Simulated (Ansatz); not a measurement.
Two isomers of C5H6S: A = `Cc1ccsc1`, B = `Cc1cccs1`.

Computed with Ansatz on PBE0-D4/def2-TZVP structures; ΔE is electronic, products minus reactants. CCSD(T)/CBS adds triple-zeta CCSD(T) − MP2 to the extrapolated MP2 energy (def2 sets, frozen cores). DFT in def2-TZVPP. B3LYP here is the variant with VWN-RPA as its local correlation; programs differ in this.

A:

```xyz
12

C    -0.3330    1.2192    1.1838
C    -0.1368    0.0894    0.2276
C     0.7619    0.1258   -0.8751
C     0.7640   -1.0253   -1.6023
S    -0.3238   -2.1692   -0.9589
C    -0.7900   -1.1079    0.2935
H    -1.0690    0.9674    1.9483
H     0.6023    1.4761    1.6890
H    -0.6794    2.1184    0.6665
H     1.3821    0.9808   -1.1142
H     1.3473   -1.2586   -2.4799
H    -1.5255   -1.4161    1.0216
```

B:

```xyz
12

C     0.139    1.747   -0.967
C    -0.076    0.486   -0.204
C     0.747   -0.600   -0.118
C     0.229   -1.635    0.701
C    -0.985   -1.322    1.229
S    -1.494    0.229    0.729
H     1.096    1.702   -1.489
H     0.156    2.622   -0.311
H    -0.643    1.911   -1.712
H     1.699   -0.652   -0.631
H     0.738   -2.572    0.889
H    -1.606   -1.916    1.883
```

**Question.** Which isomer does CCSD(T)/CBS put lower? Give the gap. (Best estimate.)

**Answer.** The calculation gave: B, by 0.1 kJ/mol. So small a gap doesn't settle the order.

**Question.** Give E(B) − E(A) in kJ/mol with r2SCAN-D4, CCSD(T)/def2-SVP, MP2/def2-TZVPP, LDA (SPW92), B3LYP, PBE0-D4, ωB97M-V. (Best estimate.)

**Answer.** The calculation gave: r2SCAN-D4 0.0, CCSD(T)/def2-SVP -1.0, MP2/def2-TZVPP 0.2, LDA (SPW92) 0.1, B3LYP 0.2, PBE0-D4 0.0, ωB97M-V 0.2. None reverses the order clearly.

**Question.** Does the order hold for the free energy at 298.15 K (harmonic terms from PBE0-D4)? (Estimate.)

**Answer.** Computed: Too close to call: G(B) − G(A) = -0.5 kJ/mol.

Largest T1 diagnostic: 0.012.

Leaving LDA and LC-ωPBE aside and taking each functional with its dispersion term where it has one, the values, not all of them listed here, spread over 1.1 kJ/mol, from BLYP-D4 to B97M-V.
